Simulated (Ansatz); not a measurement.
Reaction (substitution at a C–O bond): `OC(F)OCF` + H–F → `FCOC(F)F` + H₂O

Calculated with Ansatz (gas phase, PBE0-D4/def2-TZVP geometries, no zero-point term in ΔE). CCSD(T)/CBS is the MP2 limit (def2-TZVPP, def2-QZVPP) plus CCSD(T) − MP2 in def2-TZVPP, frozen cores. This one scheme is used for every species. Functionals use def2-TZVPP. B3LYP here is the variant with VWN-RPA as its local correlation; programs differ in this. Each species was taken in one conformer, which may not be the lowest.

| level | ΔE (kJ/mol) | difference from CCSD(T)/CBS |
| --- | --- | --- |
| LDA (SPW92) | 7.6 | 0.9 |
| revPBE-D4 | 6.1 | -0.6 |
| r2SCANh-D4 | 2.1 | -4.6 |
| CAM-B3LYP-D4 | 2.3 | -4.4 |
| PBE | 2.7 | -4.0 |
| revPBE | 0.8 | -5.9 |
| BLYP | -1.1 | -7.8 |
| B3LYP | 0.2 | -6.5 |
| r2SCANh | 1.6 | -5.1 |
| SCS-MP2/def2-TZVPP | 6.0 | -0.7 |
| CCSD(T)/CBS | 6.7 | 0 |

Largest T1 diagnostic among the species: 0.012.

In def2-TZVPP, CCSD(T) changes the Hartree–Fock value by +9.8 kJ/mol (the triples alone add +1.2 kJ/mol) and MP2 by +12.6 kJ/mol. Leaving LDA and LC-ωPBE aside and taking each functional with its dispersion term where it has one, the values, not all of them listed here, spread over 6.8 kJ/mol, from B97M-V to PBE-QIDH. LDA lies +4.9 kJ/mol from PBE without D4.

CCSD(T)/CBS has its own doubt, a few kJ/mol and more with outer-core shells, so smaller differences from it don't rank the levels.
